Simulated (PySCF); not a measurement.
NaCl, SMILES [Na][Cl]. Atoms are numbered in the order given.

```xyz
2

Na     0.0000     0.0000    -1.4381
Cl     0.0000     0.0000     0.9305
```

Geometry optimised at B3LYP-D3(BJ)/def2-TZVPD.

Calculation: C-PCM-M06-2X/def2-TZVPD in PySCF.

The values are the electrostatic part of the solvation free energy, E(continuum) − E(gas) at the gas-phase geometry, in a cavity of scaled van der Waals radii (PySCF's table); cavitation and dispersion terms are not included. A continuum can't describe solvent molecules that bind to the metal. In vacuum the orbital gap is 6.15 eV. The dipole moment in vacuum is 8.95 D.

| solvent | ε | ΔG(elec) (kcal/mol) | dipole (D) | gap (eV) |
|---|---|---|---|---|
| water | 78.36 | -19.5 | 10.15 | 8.35 |
| n-hexane | 1.88 | -8.7 | 9.49 | 7.15 |
| toluene | 2.37 | … | … | … |

### Question
Some entries are withheld; supply them. (The exact figures need the calculation; the answer reports its results.)

### Answer

- toluene, ΔG(elec) (kcal/mol): -10.9
- toluene, dipole (D): 9.63
- toluene, gap (eV): 7.40
